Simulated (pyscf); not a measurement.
Structures and frequencies: ωB97X-D3(BJ)/def2-SVP in PySCF.

`[Cl][Si]([Cl])[Cl]` [doublet] + `[H][H]` → `[Cl][SiH]([Cl])[Cl]` + `[H]` [doublet]
Surface: doublet. Broken: H–H. Formed: H–Si. Give ΔE‡ and ΔE from ωB97X-D3(BJ)/def2-TZVP, relative to the separated reactants.

ΔE‡ = 0.73 eV, ΔE = +0.51 eV. ωB97M-D3(BJ)/def2-TZVP gives 0.70 eV and +0.49 eV. Zero-point energy shifts the barrier by -0.05 eV. It is a hydrogen abstraction, with an imaginary mode of 1062i cm⁻¹. One saddle was located; it need not be the lowest between these sides. The angle at the transferred H is 180°.
